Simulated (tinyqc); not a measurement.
LCCD on RHF in the sto-6g basis, for BH3, spin multiplicity 1, step by step. One step of it, computed by the program tinyqc.

Question. Orthogonalisation. S = U s U^T; canonical form X = U s^(-1/2), so that X^T S X = 1. Each column of U has its largest component positive (the first on a tie).

overlap S:
```
           1B 1s     1B 2s     1B 2px     1B 2py     1B 2pz      2H 1s      3H 1s      4H 1s
1B 1s   1.000000  0.264891   0.000000   0.000000   0.000000   0.072794   0.072764   0.072764
1B 2s   0.264891  1.000000   0.000000   0.000000   0.000000   0.488246   0.488149   0.488149
1B 2px  0.000000  0.000000   1.000000   0.000000   0.000000   0.495611  -0.247736  -0.247736
1B 2py  0.000000  0.000000   0.000000   1.000000   0.000000   0.000000   0.429183  -0.429183
1B 2pz  0.000000  0.000000   0.000000   0.000000   1.000000  -0.017852  -0.017847  -0.017847
2H 1s   0.072794  0.488246   0.495611   0.000000  -0.017852   1.000000   0.116179   0.116179
3H 1s   0.072764  0.488149  -0.247736   0.429183  -0.017847   0.116179   1.000000   0.116119
4H 1s   0.072764  0.488149  -0.247736  -0.429183  -0.017847   0.116179   0.116119   1.000000
```

Give: eigenvalues of S; X.

Answer.

eigenvalues of S: 0.243  0.332  0.332  0.947  1.002  1.552  1.552  2.040

X:
```
             1       2       3       4       5       6       7       8
1B 1s   -0.327   0.000   0.000   0.966   0.164   0.000   0.000   0.176
1B 2s    1.541  -0.001   0.000  -0.049   0.025   0.000   0.000   0.454
1B 2px   0.001   1.167   0.000   0.000   0.000   0.594   0.000   0.000
1B 2py   0.000   0.000   1.167   0.000   0.000   0.000   0.594   0.000
1B 2pz  -0.052   0.000   0.000  -0.176   0.984   0.000   0.000  -0.015
2H 1s   -0.738  -1.048   0.000  -0.173  -0.030   0.441   0.000   0.290
3H 1s   -0.737   0.525  -0.908  -0.173  -0.030  -0.220   0.382   0.290
4H 1s   -0.737   0.525   0.908  -0.173  -0.030  -0.220  -0.382   0.290
```
